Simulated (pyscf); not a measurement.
Four-centre exchange: `[BH]=[O]` + `[NH3]` -> `[BH]=[O]` + `[NH3]`

Gas phase, singlet surface, charge 0. Bonds broken: B1–H3, N4–H5. Bonds formed: B1–H5, H3–N4. Structures and frequencies: ωB97X-D3(BJ)/def2-SVP in PySCF. MP2 and CC: frozen core, UHF for open shells. ΔMP2 is the change of the MP2 total energy from the triple- to the quadruple-zeta basis.

Transition state (Å):

```xyz
7

B     -0.6780    -0.4735     1.4643
O     -0.7105    -0.7974     2.6388
H     -0.4941    -0.6268    -0.7660
N     -0.6096     0.2830    -1.2895
H     -0.7228     0.8053    -0.3786
H     -1.4631     0.3002    -1.8573
H      0.2244     0.5591    -1.8182
```

One imaginary mode, 715i cm⁻¹; descent along it reached the two sides named.

```tsv
bond	change	reactant side (Å)	saddle	product side
B1–H3	breaks	1.194	2.243	4.1
N4–H5	breaks	1.021	1.056	2.371
B1–H5	forms	4.1	2.244	1.194
H3–N4	forms	2.372	1.056	1.021
```

Electronic energies relative to the separated reactants (kcal/mol):

```json
[
 {"level": "ωB97X-D3(BJ)/def2-TZVP", "barrier": "48.1", "reaction energy": "0.0", "reverse barrier": "48.1"},
 {"level": "PBE/def2-TZVP", "barrier": "43.5", "reaction energy": "0.0", "reverse barrier": "43.5"},
 {"level": "r²SCAN/def2-TZVP", "barrier": "47.2", "reaction energy": "0.0", "reverse barrier": "47.2"},
 {"level": "B3LYP-D3(BJ)/def2-TZVP", "barrier": "47.4", "reaction energy": "0.0", "reverse barrier": "47.4"},
 {"level": "PBE0-D3(BJ)/def2-TZVP", "barrier": "44.9", "reaction energy": "0.0", "reverse barrier": "44.9"},
 {"level": "M06-2X/def2-TZVP", "barrier": "49.0", "reaction energy": "0.0", "reverse barrier": "49.0"},
 {"level": "ωB97M-D3(BJ)/def2-TZVP", "barrier": "46.9", "reaction energy": "0.0", "reverse barrier": "46.9"},
 {"level": "HF/def2-TZVP", "barrier": "56.2", "reaction energy": "0.0", "reverse barrier": "56.2"},
 {"level": "MP2/def2-QZVPP", "barrier": "50.6", "reaction energy": "0.0", "reverse barrier": "50.6"},
 {"level": "CCSD/def2-TZVPP", "barrier": "50.3", "reaction energy": "0.0", "reverse barrier": "50.3"},
 {"level": "CCSD(T)/def2-TZVPP", "barrier": "48.7", "reaction energy": "0.0", "reverse barrier": "48.7"},
 {"level": "CCSD(T)/def2-TZVPP + ΔMP2(QZVPP)", "barrier": "49.4", "reaction energy": "0.0", "reverse barrier": "49.4"}
]
```

With CCSD(T)/def2-TZVPP + ΔMP2(QZVPP) energies and thermal terms (ideal gas, 1 atm, RRHO with modes under 100 cm⁻¹ raised to 100, one conformer, R ln 2 for chiral ones without a mode under 150 cm⁻¹), in kcal/mol:

| T (K) | ΔH‡ | ΔG‡ | ΔH | ΔG |
|---|---|---|---|---|
| 298 | 51.0 | 58.4 | 0.0 | 0.0 |
| 600 | 50.7 | 66.0 | 0.0 | 0.0 |
| 900 | 50.7 | 73.6 | 0.0 | 0.0 |
| 1200 | 50.8 | 81.2 | 0.0 | 0.0 |

The reactants may also form a dative adduct at HB=O; it and routes through it were not searched. The products may also form a dative adduct at HB=O; it and routes through it were not searched. The same reactants have a lower exit, to H₂N–BH–OH (barrier +10.2 kcal/mol at ωB97M-D3(BJ), against +46.9 kcal/mol here). One saddle was located; it need not be the lowest between these sides. The CCSD(T) − MP2 part came from Ansatz, without density fitting, on the same reference.
